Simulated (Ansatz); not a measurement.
# BH2O (SMILES B[O]): UCCSD/def2-TZVPPD

What is the vertical doublet–quartet gap of BH2O at UCCSD/def2-TZVPPD? 

Program for the calculation: Ansatz 0.2.0.

30 further runs of the same task are left out: 30 set aside as unsound or not needed.

## (1) The molecule

The species is BH2O (4 atoms), meant as a doublet with charge 0. As SMILES, `B[O]`. The shape is that of a PBE0-D4/def2-TZVP optimisation.

Bond lengths: B1–O2 1.281 Å, B1–H3 1.211 Å, B1–H4 1.211 Å. Angles: O2–B1–H3 119.9°, O2–B1–H4 119.9°, H3–B1–H4 120.2°.

## (2) A single-point energy at UCCSD/def2-TZVPPD

Contents of molecule.yaml:

```yaml
crystal:
  periodic: [false, false, false]
  atoms:
    - {symbol: B, position_ang: [-0.001100, -0.010300, -0.015100]}
    - {symbol: O, position_ang: [1.025300, -0.340800, 0.676900]}
    - {symbol: H, position_ang: [-1.052600, -0.587700, 0.151600]}
    - {symbol: H, position_ang: [0.083900, 0.878500, -0.833600]}
basis:
  gaussian: {orbitals: def2-TZVPPD.json}
magnetization: {spin_polarized: true, initial_magnetization: 1}
correlation: {method: ccsd, frozen_orbitals: {B: 1, H: 0, O: 1}}
accuracy: high
scf: {omitted_lower_state_checks: [cluster_reference, increment]}
```

The basis set def2-TZVPPD is read from a file made from the Basis Set Exchange's data (not shown).

Launch:

```sh
$ ansatz run molecule.yaml --threads 1 --pin off --max-ram 3480MiB --events-out events.jsonl --progress --plain --runs-dir runs
```

What it wrote, shortened:

```text
Warning: RAYON_NUM_THREADS=1 ignored (pool sized by the plan → 1); use --threads N
Functional definition: HF
  name "HF"
[...]
1707 factors; integrals over basis functions are off by at most 3.6e-9 eV
[...]
mean field -2741.37695089 eV, -100.7437447732 hartree, gradient 1.8e-8 eV, S^2 0.768180; 5 other end points of the search recorded, 0 dependent functions left out
2 core orbitals not correlated: weight in the atoms' cores, before any rotation towards them, 1.000 or more for the frozen orbitals, at most 0.000 for the correlated occupied ones
reference -2741.37695089 eV, -100.7437447732 hartree; 6, 5 occupied and 103, 104 virtual orbitals, 1707 factors
second order -8.03611734 eV of doubles, -0.00000000 eV of singles
cycle   1  -8.44003942 eV  change   -4.0e-1 eV  update   8.2e-2
[...]
cycle  26  -8.86530422 eV  change  -2.6e-10 eV  update  8.7e-10
Total energy: -2750.24225511 eV, -101.0695386943 hartree
Checks for a lower state left out: cluster_reference, increment
```

It took 21 s on 1 thread of Arm Neoverse V2, shared host; peak memory 1.4 GiB.

## (3) The quartet

Contents of input.yaml:

```yaml
crystal:
  periodic: [false, false, false]
  atoms:
    - {symbol: B, position_ang: [-0.001100, -0.010300, -0.015100]}
    - {symbol: O, position_ang: [1.025300, -0.340800, 0.676900]}
    - {symbol: H, position_ang: [-1.052600, -0.587700, 0.151600]}
    - {symbol: H, position_ang: [0.083900, 0.878500, -0.833600]}
basis:
  gaussian: {orbitals: def2-TZVPPD.json}
accuracy: high
scf: {omitted_lower_state_checks: [cluster_reference, increment]}
magnetization: {spin_polarized: true, initial_magnetization: 3}
correlation: {method: ccsd, frozen_orbitals: {B: 1, H: 0, O: 1}}
```

The basis set def2-TZVPPD is read from a file made from the Basis Set Exchange's data (not shown).

Launch:

```sh
$ ansatz run input.yaml --threads 1 --pin off --max-ram 3480MiB --events-out events.jsonl --progress --plain --runs-dir runs
```

What it wrote, shortened:

```text
Warning: RAYON_NUM_THREADS=1 ignored (pool sized by the plan → 1); use --threads N
[... 2 set-up lines as earlier in the session ...]
[...]
1707 factors; integrals over basis functions are off by at most 3.6e-9 eV
[...]
mean field -2734.93320778 eV, -100.5069415816 hartree, gradient 2.7e-8 eV, S^2 3.785595; 3 other end points of the search recorded, 0 dependent functions left out
2 core orbitals not correlated: weight in the atoms' cores, before any rotation towards them, 1.000 or more for the frozen orbitals, at most 0.000 for the correlated occupied ones
reference -2734.93320778 eV, -100.5069415816 hartree; 7, 4 occupied and 102, 105 virtual orbitals, 1707 factors
second order -7.57210455 eV of doubles, -0.00000000 eV of singles
cycle   1  -8.09765557 eV  change   -5.3e-1 eV  update   6.6e-2
[...]
cycle  24  -8.42260543 eV  change  -4.2e-10 eV  update  9.2e-10
Total energy: -2743.35581321 eV, -100.8164666220 hartree
Checks for a lower state left out: cluster_reference, increment
```

It took 19 s on 1 thread of Arm Neoverse V2, shared host; peak memory 1.4 GiB.

## (4) Summary of results

Level: UCCSD/def2-TZVPPD, 2 core orbitals frozen.

```
                                            quantity          value
                               doublet: total energy  -101.06954 Eh
doublet: correlation energy (2 core orbitals frozen)     -325.8 mEh
          doublet: ⟨S²⟩ of the reference determinant          0.768
                              doublet: T1 diagnostic          0.041
                               quartet: total energy  -100.81647 Eh
quartet: correlation energy (2 core orbitals frozen)     -309.5 mEh
          quartet: ⟨S²⟩ of the reference determinant          3.786
                              quartet: T1 diagnostic          0.027
    vertical energy of the quartet above the doublet       6.886 eV
```

At this shape the quartet lies 6.89 eV (159 kcal/mol) above the doublet.
